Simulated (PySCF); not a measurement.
# SiH4S (sulfanylsilane) at SVWN5/STO-6G

What is the energy change on altering one bond length of SiH4S (sulfanylsilane) at SVWN5/STO-6G? Input form: a Python script.

Program for the calculation: PySCF 2.14.0.

6 further runs of the same task are left out: 6 set aside as unsound or not needed.

**1. The structure to begin with**

SiH4S: 6 atoms, total charge 0, spin state singlet. SMILES: `[SiH3]S`. The coordinates come from a PBE0-D4/def2-TZVP relaxation.

Bond lengths: Si1–S2 2.137 Å, Si1–H3 1.485 Å, Si1–H4 1.482 Å, Si1–H5 1.485 Å, S2–H6 1.344 Å. Angles: Si1–S2–H6 94.7°, S2–Si1–H3 111.6°, S2–Si1–H4 104.8°, S2–Si1–H5 111.6°, H3–Si1–H4 110.0°, H3–Si1–H5 108.8°, H4–Si1–H5 110.0°.

**2. The energy at SVWN5/STO-6G**

The input, start.xyz:

```xyz
6

Si    -0.169800    -0.263400    -0.436000
S      0.907300    -0.012600     1.392800
H     -1.629800    -0.074300    -0.241600
H      0.108600    -1.658300    -0.852500
H      0.299800     0.681200    -1.481100
H      0.526100     1.263300     1.572300
```

The input, job.py:

```python
from pyscf import gto, dft

mol = gto.Mole()
mol.atom = 'start.xyz'
mol.charge = 0
mol.verbose = 3
mol.spin = 0
mol.max_memory = 1860
mol.basis = 'sto-6g'
mol.build()

mf = dft.RKS(mol, xc='svwn')
mf.conv_tol = 1e-10
mf.grids.level = 5
mf.kernel()
if not mf.converged:
    mf = mf.newton().run(mf.mo_coeff, mf.mo_occ)

e_final = mf.e_tot
print(f'total energy: {e_final:.8f} hartree')
```

The run is started by

```
$ OMP_NUM_THREADS=1 python job.py
```

The program printed:

```text
converged SCF energy = -684.972441329056
total energy: -684.97244133 hartree
```

Run time: 2.4 s. Hardware: 1 thread of Arm Neoverse V2, shared host; peak memory 0.14 GiB.

**3. The distorted shape at the same level**

The input, calc.py:

```python
from pyscf import gto, dft

mol = gto.M(
    atom='''
Si   0.998245  -0.414686  -0.591526
S    2.075345  -0.163886   1.237274
H   -1.629800  -0.074300  -0.241600
H    1.276645  -1.809586  -1.008026
H    1.467845   0.529914  -1.636626
H    1.694145   1.112014   1.416774
''',
    verbose=4,
    basis='sto-6g',
    max_memory=1860,
)

mf = dft.RKS(mol)
mf.xc = 'svwn'
mf.grids.level = 5
mf.conv_tol = 1e-10
mf.kernel()
if not mf.converged:
    mf = mf.newton().run(mf.mo_coeff, mf.mo_occ)

etot = mf.e_tot
print('Final energy', etot)
```

The run is started by

```
$ OMP_NUM_THREADS=1 python calc.py
```

The program printed:

```text
PySCF version 2.14.0

[INPUT] num. atoms = 6
[INPUT] num. electrons = 34
[INPUT] charge = 0
[INPUT] spin (= nelec alpha-beta = 2S) = 0
[INPUT] symmetry False subgroup None
[INPUT] Mole.unit = angstrom
[INPUT] Symbol           X                Y                Z      unit          X                Y                Z       unit  Magmom
[INPUT]  1 Si     0.998245000000  -0.414686000000  -0.591526000000 AA    1.886409655216  -0.783642967691  -1.117822135559 Bohr   0.0
[INPUT]  2 S      2.075345000000  -0.163886000000   1.237274000000 AA    3.921833663985  -0.309699655650   2.338109001045 Bohr   0.0
[INPUT]  3 H     -1.629800000000  -0.074300000000  -0.241600000000 AA   -3.079875637816  -0.140406651055  -0.456557831695 Bohr   0.0
[INPUT]  4 H      1.276645000000  -1.809586000000  -1.008026000000 AA    2.412509408295  -3.419621938847  -1.904893066441 Bohr   0.0
[INPUT]  5 H      1.467845000000   0.529914000000  -1.636626000000 AA    2.773825043312   1.001392329573  -3.092774908342 Bohr   0.0
[INPUT]  6 H      1.694145000000   1.112014000000   1.416774000000 AA    3.201470065301   2.101401906682   2.677314840405 Bohr   0.0

nuclear repulsion = 86.1731181462058
number of shells = 14
number of NR pGTOs = 132
number of NR cGTOs = 22
basis = sto-6g
ecp = {}

******** <class 'pyscf.dft.rks.RKS'> ********
method = RKS
initial guess = minao
damping factor = 0
level_shift factor = 0
DIIS = <class 'pyscf.scf.diis.CDIIS'>
diis_start_cycle = 1
diis_space = 8
diis_damp = 0
SCF conv_tol = 1e-10
SCF conv_tol_grad = None
SCF max_cycles = 50
direct_scf = True
direct_scf_tol = 1e-13
XC library pyscf.dft.libxc version 7.0.0
    S. Lehtola, C. Steigemann, M. J.T. Oliveira, and M. A.L. Marques.,  SoftwareX 7, 1–5 (2018)
XC functionals = svwn
    P. A. M. Dirac.,  Math. Proc. Cambridge Philos. Soc. 26, 376 (1930)
    F. Bloch.,  Z. Phys. 57, 545 (1929)
    S. H. Vosko, L. Wilk, and M. Nusair.,  Can. J. Phys. 58, 1200 (1980)
radial grids:
    Treutler-Ahlrichs [JCP 102, 346 (1995); DOI:10.1063/1.469408] (M4) radial grids

becke partition: Becke, JCP 88, 2547 (1988); DOI:10.1063/1.454033
pruning grids: <function nwchem_prune>
grids dens level: 5
symmetrized grids: False
atomic radii adjust function: <function treutler_atomic_radii_adjust>
small_rho_cutoff = 0
Set gradient conv threshold to 1e-05
Initial guess from minao.
tot grids = 180760
init E= -684.484873111795
  HOMO = -0.200406204853868  LUMO = -0.0937633522935205  gap/eV = 2.90190
cycle= 1 E= -684.739128138671  delta_E= -0.254  |g|= 0.348  |ddm|= 2.67
  HOMO = -0.043550046555603  LUMO = 0.0447145514663506  gap/eV = 2.40180
cycle= 2 E= -684.404111054947  delta_E= 0.335  |g|= 0.641  |ddm|= 2.37
  HOMO = -0.0739225421182119  LUMO = 0.00992720659494101  gap/eV = 2.28167
cycle= 3 E= -684.653139338935  delta_E= -0.249  |g|= 0.367  |ddm|= 2.67
  HOMO = -0.0797531172579429  LUMO = 0.0117286287895203  gap/eV = 2.48935
cycle= 4 E= -684.785403638242  delta_E= -0.132  |g|= 0.147  |ddm|= 0.932
  HOMO = -0.0842316929389936  LUMO = 0.00188097589972414  gap/eV = 2.34325
cycle= 5 E= -684.764974435823  delta_E= 0.0204  |g|= 0.208  |ddm|= 0.279
  HOMO = -0.0836079044815035  LUMO = 0.00244969201023421  gap/eV = 2.34175
cycle= 6 E= -684.771320068337  delta_E= -0.00635  |g|= 0.19  |ddm|= 0.0555
  HOMO = -0.0816385025566329  LUMO = 0.00451307115509231  gap/eV = 2.34430
cycle= 7 E= -684.799330861981  delta_E= -0.028  |g|= 0.0159  |ddm|= 0.54
  HOMO = -0.0834684757540013  LUMO = 0.00277635994755465  gap/eV = 2.34684
cycle= 8 E= -684.799450228471  delta_E= -0.000119  |g|= 0.00921  |ddm|= 0.0615
  HOMO = -0.0831063460326256  LUMO = 0.00316719349861033  gap/eV = 2.34762
cycle= 9 E= -684.799509419253  delta_E= -5.92e-05  |g|= 0.000233  |ddm|= 0.0222
  HOMO = -0.0831019849773827  LUMO = 0.00316928180112014  gap/eV = 2.34756
cycle= 10 E= -684.799509432365  delta_E= -1.31e-08  |g|= 0.000176  |ddm|= 0.000528
  HOMO = -0.0830919971705265  LUMO = 0.00317845076911394  gap/eV = 2.34754
cycle= 11 E= -684.799509453724  delta_E= -2.14e-08  |g|= 1.96e-05  |ddm|= 0.000471
  HOMO = -0.0830918377471253  LUMO = 0.00317861998290053  gap/eV = 2.34754
cycle= 12 E= -684.79950945394  delta_E= -2.16e-10  |g|= 8.61e-06  |ddm|= 2.74e-05
  HOMO = -0.0830919947032812  LUMO = 0.00317836720940934  gap/eV = 2.34754
cycle= 13 E= -684.799509453992  delta_E= -5.2e-11  |g|= 4.26e-07  |ddm|= 2.01e-05
  HOMO = -0.0830920809648463  LUMO = 0.00317829957192378  gap/eV = 2.34754
Extra cycle  E= -684.799509453987  delta_E= 5.12e-12  |g|= 2.58e-06  |ddm|= 7.01e-06
converged SCF energy = -684.799509453987
Final energy -684.7995094539865
```

It took 3.3 s on 1 thread of Arm Neoverse V2, shared host; peak memory 0.14 GiB.

**4. Outcome**

At SVWN5/STO-6G:

| quantity | value |
| --- | --- |
| first shape: total energy | -684.97244 Eh |
| first shape: dipole moment | 1.13 D |
| first shape: HOMO energy | -2.02 eV |
| first shape: LUMO energy | 4.80 eV |
| first shape: HOMO–LUMO gap | 6.82 eV |
| distorted shape: total energy | -684.79951 Eh |
| distorted shape: dipole moment | 1.25 D |
| distorted shape: HOMO energy | -2.26 eV |
| distorted shape: LUMO energy | 0.09 eV |
| distorted shape: HOMO–LUMO gap | 2.35 eV |
| energy change with the Si1–H3 bond stretched from 1.485 to 2.673 Å | 4.706 eV |

In words: One bond (distorted shape) is far stretched, which a spin-restricted single reference describes badly; a broken-symmetry solution may lie lower. With the Si1–H3 bond stretched from 1.485 to 2.673 Å the energy rises by 4.71 eV (454 kJ/mol). The first shape isn't relaxed at this level, so the change isn't measured from a minimum. A restricted reference can't describe the breaking bond well at this length. The minimal basis adds a large error of its own.
